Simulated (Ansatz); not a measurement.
A structure relaxed at PBE0-D4/def2-TZVP in Ansatz, charge 0, singlet:

```xyz
5

Si    0.0000    0.0000    0.0000
H    -0.0286    1.4450   -0.3396
H     0.4342   -0.1686    1.4097
H     0.9520   -0.7007   -0.8982
H    -1.3576   -0.5757   -0.1718
```

Problem. Give its formula, name or SMILES and point group.

Solution. SiH₄. Point group Td (tolerance 0.1 Å).

Problem. Summarise the bond lengths by kind (pairs closer than 1.2 times the sum of covalent radii, bridged metal pairs left out).

Solution. 4 × H–Si 1.48 Å.
